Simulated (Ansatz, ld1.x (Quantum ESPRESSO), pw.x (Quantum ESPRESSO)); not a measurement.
# From atom to crystal: RRKJ potential for tantalum (Ta)

Ta (Z = 73), norm-conserving RRKJ (Kleinman–Bylander form), made with ld1.x (Quantum ESPRESSO) 7.5 (LDA (PW92), scalar-relativistic). Core [Xe] 4f14, reference 5d3 6s2 6p0. Waves: 6p (bound, empty): rc 2.90 bohr; 5d (bound): rc 2.90 bohr; 6s (bound): rc 2.70 bohr. Local part: the s channel. Core correction: none.

Crystal test: bcc Ta in pw.x 7.5, no spin, 14³ k-points, Fermi–Dirac smearing 0.01 Ry, cutoffs 35/140 Ry. The reference is all-electron LAPW (Ansatz 0.2.0) with the same functional, mesh and smearing; V0 and B0 come from Birch–Murnaghan fits to the pressures at five volumes. Errors are pseudo minus all-electron; Δ is the rms difference of the E(V) curves that follow from these fits, minima aligned, over ±6 % about the mean V0. Mesh and smearing are coarse, so the numbers serve the comparison and aren't converged zero-temperature values; the lattice is a test structure that the element need not adopt.

All-electron: a0 = 3.255 Å (V0 = 17.24 Å³/atom), B0 = 217.7 GPa.

Question: How far does the potential miss the all-electron equation of state?

Answer: mean pressure error (GPa): -1.65; a0 (Å): 3.247; a0 error (%): -0.24; B0 error (%): -4.1; Δ (meV/atom): 6.1. The largest radius (2.90 bohr) exceeds half the bond length (2.66 bohr), so the spheres overlap, which is one possible source of error among others.

| V (Å³/atom) | P all-electron (GPa) | P pseudo (GPa) |
| --- | --- | --- |
| 16.272 | 13.97 | 11.51 |
| 16.700 | 7.30 | 5.31 |
| 17.128 | 1.38 | -0.21 |
| 17.556 | -3.88 | -5.12 |
| 17.984 | -8.54 | -9.49 |

Question: At the middle volume, how do free energy and pressure move when the wave cutoff is lowered (ecutrho kept at four times it)?

Answer:

| cutoff (Ry) | shift of F (meV/atom) | shift of P (GPa) |
| --- | --- | --- |
| 16 | +242.8 | -13.99 |
| 21 | +7.0 | -0.43 |
| 28 | +1.3 | -0.07 |

The run at the middle volume (104 k-points, 7 iterations) took about 2.5 s on one core of a shared host (Neoverse-V1, 64 threads, 503 GiB, load 20).
